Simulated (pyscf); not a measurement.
Thermochemistry of product channels of H₃C–Zn–CH₃ (SMILES [CH3][Zn][CH3]) + H₃C–OH (SMILES CO) on the singlet surface, in kcal/mol, from ωB97M-D3(BJ)/def2-TZVP energies (ideal gas, 1 atm, RRHO with modes under 100 cm⁻¹ raised to 100, one conformer, R ln 2 for chiral ones without a mode under 150 cm⁻¹). Single points on ωB97X-D3(BJ)/def2-SVP structures (PySCF, gas phase).

| products | ΔE | ΔH(298 K) | ΔG(600 K) | ΔG(1200 K) |
|---|---|---|---|---|
| H₃C–Zn–CH₂–OH (SMILES [CH3][Zn][CH2]O) + CH₄ (SMILES C) | … | +2.8 | +4.1 | +5.1 |
| CH₄ (SMILES C) + H₃C–O–Zn–CH₃ (SMILES C[O][Zn][CH3]) | -14.4 | -14.4 | -13.6 | … |
| H₃C–CH₃ (SMILES CC) + H₃C–Zn–OH (SMILES [CH3][Zn][OH]) | … | -27.0 | -26.7 | -26.4 |

Task: Fill in the missing entries.

Result: 
- H₃C–Zn–CH₂–OH (SMILES [CH3][Zn][CH2]O) + CH₄ (SMILES C), ΔE: +3.2
- CH₄ (SMILES C) + H₃C–O–Zn–CH₃ (SMILES C[O][Zn][CH3]), ΔG(1200 K): -12.6
- H₃C–CH₃ (SMILES CC) + H₃C–Zn–OH (SMILES [CH3][Zn][OH]), ΔE: -27.3

These are energies of the channels, which say nothing of barriers. Elements up to Kr have no core potential and no relativistic terms here.
